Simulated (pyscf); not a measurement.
`[OH][Si]([OH])([F])[F]` + `[H][H]` -> `[OH2]` + `[OH][SiH]([F])[F]` (four-centre exchange; singlet surface; O–Si, H–H broken, H–O, H–Si formed). Optimised with ωB97X-D3(BJ)/def2-SVP in PySCF. Energies in eV from the separated reactants.

```tsv
level	barrier	reaction energy
ωB97X-D3(BJ)/def2-TZVP	2.29	+0.99
PBE/def2-TZVP	2.01	+0.91
r²SCAN/def2-TZVP	…	…
M06-2X/def2-TZVP	2.40	+1.13
ωB97M-D3(BJ)/def2-TZVP	2.27	+0.98
HF/def2-TZVP	…	+0.97
```

**Question.** What belongs in the gaps?

**Answer.** 
- r²SCAN/def2-TZVP, barrier: 2.18
- r²SCAN/def2-TZVP, reaction energy: +1.07
- HF/def2-TZVP, barrier: 3.06

The functionals in the table span 0.40 eV in this barrier, from PBE to M06-2X. On the product side the descent ends in a complex, 0.18 eV under the separated species and 1.48 eV under the saddle at ωB97X-D3(BJ)/def2-TZVP. One saddle was located; it need not be the lowest between these sides.
